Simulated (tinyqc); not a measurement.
Geometry optimisation on the UHF/sto-3g surface (energies and gradients from PySCF), for CH3, spin multiplicity 2, step by step. Computed by tinyqc, a small Python program that keeps every step (integrals from PySCF). Settings: charge = 0, multiplicity = 2, basis = sto-3g, optimiser = sd, first Hessian = 0.15, largest step = 0.5, iteration cap = 30. Command: `OMP_NUM_THREADS=1 python tinyqc.py 22240 22241 out.jsonl` (the two numbers bound the seeds that draw the settings). One thread of a shared host (Intel(R) Xeon(R) Processor @ 2.60GHz), about 3 s of CPU time with the checks.

## Step 1: energy and gradient

positions at the start (bohr):
```
           x         y         z
1C  -0.08693  -0.06425  -0.00189
2H   1.93130  -0.06992  -0.01512
3H  -0.97510   1.64028  -0.08126
4H  -1.08281  -1.70264   0.04535
```

Self-consistent energy and analytic gradient at these positions.

energy = -39.0691284 hartree

gradient (hartree/bohr):
```
             x           y           z
1C  -0.0592758  -0.0066290  -0.0009018
2H  -0.0085037   0.0040882  -0.0000870
3H   0.0331172  -0.0558280   0.0026187
4H   0.0346623   0.0583688  -0.0016298
```

## Step 1: move

Steepest descent, p = -g / 0.15; steps longer than 0.5 bohr are cut back (factor 0.671 here).

positions after step 1 (bohr):
```
           x         y         z
1C   0.17839  -0.03458   0.00215
2H   1.96936  -0.08822  -0.01473
3H  -1.12333   1.89016  -0.09298
4H  -1.23796  -1.96390   0.05265
```

## Step 2: energy and gradient

As before.

energy = -39.0157362 hartree

gradient (hartree/bohr):
```
             x           y           z
1C   0.3155975   0.0046346  -0.0006198
2H  -0.1732951   0.0044844   0.0020719
3H  -0.0659904   0.0747070  -0.0036600
4H  -0.0763119  -0.0838259   0.0022079
```

## Step 2: move

Steepest descent, p = -g / 0.15; steps longer than 0.5 bohr are cut back (factor 0.192 here).

positions after step 2 (bohr):
```
           x         y         z
1C  -0.22572  -0.04051   0.00294
2H   2.19126  -0.09396  -0.01738
3H  -1.03883   1.79451  -0.08829
4H  -1.14025  -1.85656   0.04982
```

## Step 3: energy and gradient

As before.

energy = -39.0485641 hartree

gradient (hartree/bohr):
```
             x           y           z
1C  -0.1448209   0.0142885  -0.0003138
2H   0.1158193  -0.0021065  -0.0009638
3H   0.0175304  -0.0089061   0.0008136
4H   0.0114713  -0.0032758   0.0004640
```

## Step 3: move

Steepest descent, p = -g / 0.15; steps longer than 0.5 bohr are cut back (factor 0.400 here).

positions after step 3 (bohr):
```
           x         y         z
1C   0.16064  -0.07863   0.00378
2H   1.88227  -0.08834  -0.01481
3H  -1.08560   1.81827  -0.09046
4H  -1.17085  -1.84782   0.04858
```

## Convergence

Stop when the largest gradient component is below 3e-5 hartree/bohr.

Course of the optimisation:

| step | E (hartree) | largest gradient (hartree/bohr) |
|---|---|---|
| 1 | -39.0691284 | 5.93e-02 |
| 2 | -39.0157362 | 3.16e-01 |
| 3 | -39.0485641 | 1.45e-01 |
| 4 | -39.0228928 | 3.56e-01 |
| 5 | -39.0476900 | 1.73e-01 |
| 6 | -39.0234363 | 3.46e-01 |
| 7 | -39.0475704 | 1.70e-01 |
| 8 | -39.0236275 | 3.46e-01 |
| 9 | -39.0475060 | 1.70e-01 |
| 10 | -39.0237417 | 3.46e-01 |
| 11 | -39.0474708 | 1.70e-01 |
| 12 | -39.0238129 | 3.45e-01 |
| 13 | -39.0474535 | 1.71e-01 |
| 14 | -39.0238610 | 3.45e-01 |
| 15 | -39.0474476 | 1.70e-01 |
| 16 | -39.0238982 | 3.45e-01 |
| 17 | -39.0474496 | 1.71e-01 |
| 18 | -39.0239321 | 3.45e-01 |
| 19 | -39.0474578 | 1.70e-01 |
| 20 | -39.0239678 | 3.45e-01 |
| 21 | -39.0474718 | 1.70e-01 |
| 22 | -39.0240094 | 3.45e-01 |
| 23 | -39.0474916 | 1.70e-01 |
| 24 | -39.0240601 | 3.44e-01 |
| 25 | -39.0475178 | 1.70e-01 |
| 26 | -39.0241229 | 3.44e-01 |
| 27 | -39.0475515 | 1.70e-01 |
| 28 | -39.0242004 | 3.44e-01 |
| 29 | -39.0475933 | 1.70e-01 |
| 30 | -39.0242945 | 3.43e-01 |

Distances after the last move, whose energy is not in the table (angstrom):

| pair | distance |
|---|---|
| 2H-1C | 1.27152 |
| 3H-1C | 1.04038 |
| 3H-2H | 1.94798 |
| 4H-1C | 1.04063 |
| 4H-2H | 1.94802 |
| 4H-3H | 1.88278 |

Not converged within 30 steps: the energy rises at some steps, so steps overshoot. Reruns: method bfgs, first Hessian 0.6, largest step 0.3: converged in 27 (E = -39.07701).
